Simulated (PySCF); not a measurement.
AlCl₃, SMILES [Cl][Al]([Cl])[Cl].

Coordinates come from a PBE0-D3(BJ)/def2-SVP optimisation. The isomer is the one that the SMILES or the coordinates give; other isomers of the formula were not compared.

The numbers are results of C-PCM-PBE0/def2-SVP run with PySCF, not measurements.

The values are the electrostatic part of the solvation free energy, E(continuum) − E(gas) at the gas-phase geometry, in a cavity of scaled van der Waals radii (PySCF's table); cavitation and dispersion terms are not included. A continuum can't describe solvent molecules that bind to the metal. In vacuum the orbital gap is 8.09 eV. The dipole moment in vacuum is 0.00 D.

```json
[
 {"solvent": "water", "ε": "78.36", "ΔG(elec) (kcal/mol)": "?", "dipole (D)": "?", "gap (eV)": "?"},
 {"solvent": "n-hexane", "ε": "1.88", "ΔG(elec) (kcal/mol)": "-2.4", "dipole (D)": "0.00", "gap (eV)": "8.24"},
 {"solvent": "chloroform", "ε": "4.71", "ΔG(elec) (kcal/mol)": "-4.2", "dipole (D)": "0.00", "gap (eV)": "8.35"}
]
```

**Question.** Complete the blanks. (An estimate is asked for; the answer gives what the named calculation found.)

**Answer.** 
- water, ΔG(elec) (kcal/mol): -5.4
- water, dipole (D): 0.00
- water, gap (eV): 8.42
